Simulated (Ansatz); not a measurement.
# Does Ti3PbO7 in P2_1/m form from PbO and TiO2?

Plane-wave DFT in Ansatz with scalar-relativistic PAW potentials, cutoff 500 eV, Γ-centred meshes chosen by cell and gap, Gaussian smearing with energies taken to zero width. Every cell was relaxed (cell and atoms) in a run of its own, within the symmetry of its start. Functional: r2SCAN.

The ternary relaxed to P2_1/m, 22 atoms in the computed cell, a = 6.607 Å, b = 3.805 Å, c = 10.756 Å, β = 98.2°; sites (symmetry × multiplicity) Ti m × 2 + m × 2 + m × 2, Pb m × 2, O m × 2 + m × 2 + m × 2 + m × 2 + m × 2 + m × 2 + m × 2.

Total energies hold large constants for each element; a whole number of eV per atom of each element is taken off below, which cancels in a balanced reaction.

| compound | lowest structure computed | structures tried | V (Å³/atom) | gap on mesh (eV) | E (eV per formula unit, common shift removed) |
| --- | --- | --- | --- | --- | --- |
| Ti3PbO7 | P2_1/m | 1 | 12.17 | 2.38 | -33.6655 |
| PbO | P4/nmm | 3 | 21.15 | 1.83 | -2.3337 |
| TiO2 | I4_1/amd | 17 | 11.40 | 2.57 | -10.3316 |

Q: Balance the reaction and work out its energy at 0 K.

A: The balance is PbO + 3 TiO2 → Ti3PbO7. ΔE = -0.337 eV per formula unit, -31 meV/atom, and the volume changes by -7.6 %. The ternary lies below these binaries, so it can form from them; whether it is stable also hangs on other ternaries and on other oxidation states, which this balance leaves out. Against the elements it is bound by 2.98 eV/atom, 97 times the size of this reaction energy: most of the binding is already in the binaries, and stability is decided by the small rest. A lower form of a binary that wasn't tried would raise the value, and a lower form of the ternary would lower it.

Spin-orbit coupling is left out, which matters for the bands of heavy elements. For Tl, Pb and Bi spin-orbit coupling shifts energies too.